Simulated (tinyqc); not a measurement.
Worked calculation: Hueckel theory of the pi electrons, for the molecule C=CC=C[CH2+] (SMILES; centres numbered as the heavy atoms are written). Computed by tinyqc, a small Python program that keeps every step. Settings: charge = 1. Command: `OMP_NUM_THREADS=1 python tinyqc.py 29766 29767 out.jsonl` (the two numbers bound the seeds that draw the settings). One thread of a shared host (Intel(R) Xeon(R) Processor @ 2.60GHz), about 0.01 s of CPU time with the checks.

## The Hueckel matrix

Centres:
```
centre  z_r, pi electrons of the neutral centre         h
1C                                            1  0.000000
2C                                            1  0.000000
3C                                            1  0.000000
4C                                            1  0.000000
5C                                            1  0.000000
```

Bonds:
```
i  j  k
1  2  1
2  3  1
3  4  1
4  5  1
```

H_rr = alpha + h_r beta, H_rs = k_rs beta for bonded centres.

Hueckel matrix in units of beta (H = alpha + beta A):
```
          1C        2C        3C        4C        5C
1C  0.000000  1.000000  0.000000  0.000000  0.000000
2C  1.000000  0.000000  1.000000  0.000000  0.000000
3C  0.000000  1.000000  0.000000  1.000000  0.000000
4C  0.000000  0.000000  1.000000  0.000000  1.000000
5C  0.000000  0.000000  0.000000  1.000000  0.000000
```

## Orbitals

pi electrons, sum of z_r less the charge = 4

Diagonalise; E = alpha + x beta with beta < 0, so the largest x are filled first; degenerate levels share their electrons. P = sum n_i c_ri c_si; each orbital has its largest coefficient positive (the first on a tie).

x values: 1.732051  1.000000  0.000000  -1.000000  -1.732051

occupations: 2.000000  2.000000  0.000000  0.000000  0.000000

coefficients:
```
         MO1        MO2        MO3        MO4        MO5
1C  0.288675   0.500000   0.577350   0.500000   0.288675
2C  0.500000   0.500000   0.000000  -0.500000  -0.500000
3C  0.577350   0.000000  -0.577350   0.000000   0.577350
4C  0.500000  -0.500000   0.000000   0.500000  -0.500000
5C  0.288675  -0.500000   0.577350  -0.500000   0.288675
```

charge and bond-order matrix P:
```
           1C         2C        3C         4C         5C
1C   0.666667   0.788675  0.333333  -0.211325  -0.333333
2C   0.788675   1.000000  0.577350   0.000000  -0.211325
3C   0.333333   0.577350  0.666667   0.577350   0.333333
4C  -0.211325   0.000000  0.577350   1.000000   0.788675
5C  -0.333333  -0.211325  0.333333   0.788675   0.666667
```

## Energy, charges, bond orders

E = sum n x; q_r = z_r - P_rr; bond order p = P_rs; free valence = sqrt(3) - sum of p over the bonds of the atom.

pi energy = 4 alpha + this times beta = 5.464102

pi charges: 1C 0.333333, 2C 0.000000, 3C 0.333333, 4C 0.000000, 5C 0.333333

Bond orders and lengths from R = 1.517 - 0.180 p (angstrom, C-C alone):
```
bond         p         R
1-2   0.788675  1.375038
2-3   0.577350  1.413077
3-4   0.577350  1.413077
4-5   0.788675  1.375038
```

free valence of the carbons: 1C 0.943376, 2C 0.366025, 3C 0.577350, 4C 0.366025, 5C 0.943376

gap between the highest filled and the next level = 1.000000 |beta|
